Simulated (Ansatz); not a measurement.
Z-matrix (Å, degrees):
```
C
O 1 1.179
O 1 1.316 2 130.9
H 3 0.976 1 109.3 2 -0.0
```

Charge 0, multiplicity 2.

Task: List the PBE/def2-TZVPP orbital energies in eV (the Gaussian-basis code of Ansatz). (An estimate is asked.)

Result: The calculation gave: α occupied: -512.64, -511.49, -272.79, -28.87, -26.91, -16.68, -12.72, -12.11, -11.81, -9.39, -8.83, -5.55. α empty: -1.32, -0.15, 2.84, 4.14, 4.83, 4.84, 6.41, 8.41. β occupied: -512.57, -511.33, -272.52, -28.63, -26.64, -16.28, -12.53, -11.58, -11.57, -8.80, -8.74. β empty: -3.75, -0.67, 0.29, 3.16, 4.55, 5.12, 5.56, 6.63. ⟨S²⟩ = 0.752.
